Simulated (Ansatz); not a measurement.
I need a short molecular-dynamics run of CH3, SMILES [CH3]. Use Ansatz 0.2.0 through its Python package. Use (for the species named): Hartree-Fock, def2-SVP basis, multiplicity 2.

```csv
atom,x (Å),y (Å),z (Å)
C,0.0008,0.0007,-0.0012
H,0.0897,0.8909,0.5806
H,-0.8728,-0.1658,-0.5911
H,0.7823,-0.7259,0.0117
```

`ch3.py`
```python
'''Molecular dynamics of one CH3 molecule.'''

import warnings

import ansatz as az
import numpy as np

params = {
    'basis': 'def2-SVP',
    'xc': 'hf',
    'n_steps': 20,
    'temperature_k': 800,
}

warnings.simplefilter('ignore', az.DeckWarning)

mol = (
    az.Crystal.molecule()
    .atom('C', [0.00082, 0.00074, -0.0012])
    .atom('H', [0.08968, 0.89093, 0.5806])
    .atom('H', [-0.87281, -0.16582, -0.59106])
    .atom('H', [0.78231, -0.72586, 0.01166])
)

job = (
    mol.calculation()
    .basis(gaussian=params['basis'])
    .functional(params['xc'])
    .spin('collinear', total=1)
)
symbols = [site.symbol for site in mol.cartesian_sites]
start = np.array([site.position_ang for site in mol.cartesian_sites], dtype=float)
data = job.relax(force_tolerance=0.02).run().report
end = np.array(data['positions_ang'])
minimum = az.Crystal.molecule()
for symbol, place in zip(symbols, end):
    minimum = minimum.atom(symbol, place.tolist())

# dynamics from the relaxed geometry
job = minimum.calculation()
job = job.basis(gaussian=params['basis'])
job = job.functional(params['xc'])
job = job.spin('collinear', total=1)
job = job.md('nvt_langevin', timestep=0.5, steps=params['n_steps'], temperature=params['temperature_k'], initial_velocities='maxwell_boltzmann', seed=26, friction=0.02)
frames = []
res = job.session().plan().execute(on_event=lambda e: frames.append(e['data']) if e['event'] == 'md_step' else None)
print('t (fs)   E_pot (eV)      E_kin (eV)   T (K)   d(0-1) (A)')
for f in frames[::2]:
    xyz = np.array(f['positions_ang'])
    print(f'{f["time_fs"]:6.2f} {f["lagrangian_ev"]:14.5f} {f["e_kin_ev"]:10.5f} {f["temperature_k"]:8.1f} {np.linalg.norm(xyz[0] - xyz[1]):9.4f}')
print('mean temperature', round(float(np.mean([f['temperature_k'] for f in frames])), 1), 'K')
symbols = [site.symbol for site in mol.cartesian_sites]
with open('last_frame.xyz', 'w') as handle:
    handle.write(f'{len(symbols)}\nt = {frames[-1]["time_fs"]} fs\n')
    handle.writelines('{:2s} {:10.5f} {:10.5f} {:10.5f}\n'.format(s, *xyz) for s, xyz in zip(symbols, frames[-1]['positions_ang']))
```

```console
$ python ch3.py
t (fs)   E_pot (eV)      E_kin (eV)   T (K)   d(0-1) (A)
  0.00    -1075.74668    0.31022    600.0    1.0809
  1.00    -1075.67534    0.22784    440.7    1.0431
  2.00    -1075.56072    0.11363    219.8    1.0220
  3.00    -1075.57522    0.16532    319.7    1.0297
  4.00    -1075.67510    0.23400    452.6    1.0629
  5.00    -1075.67812    0.26907    520.4    1.1016
  6.00    -1075.58340    0.17776    343.8    1.1377
  7.00    -1075.52313    0.12908    249.6    1.1586
  8.00    -1075.58932    0.20180    390.3    1.1481
  9.00    -1075.69206    0.34599    669.2    1.1059
 10.00    -1075.69668    0.32147    621.8    1.0489
mean temperature 425.2 K
```

`last_frame.xyz`, as written:
```text
4
t = 10.0 fs
C    -0.01728    0.02699    0.00329
H    -0.11385    0.89436    0.58511
H    -0.73289   -0.17686   -0.82117
H     0.84008   -0.65643    0.10225
```

Total energies depend on the basis set; only differences at equal settings carry meaning. The trajectory is only some femtoseconds long, so its temperature is not equilibrated; where the script doesn't relax first, it starts from a rough generated geometry. The species is open-shell (spin multiplicity 2). The printed temperature counts all 3N degrees of freedom under Langevin dynamics, so the first row lies under the target. It ran for 5.1 s on 1 thread of Intel(R) Xeon(R) Platinum 8375C CPU @ 2.90GHz (Ice Lake) (shared host), peak memory 0.16 GiB.

(Lines on the test bed's own set-up are left out of the output.)
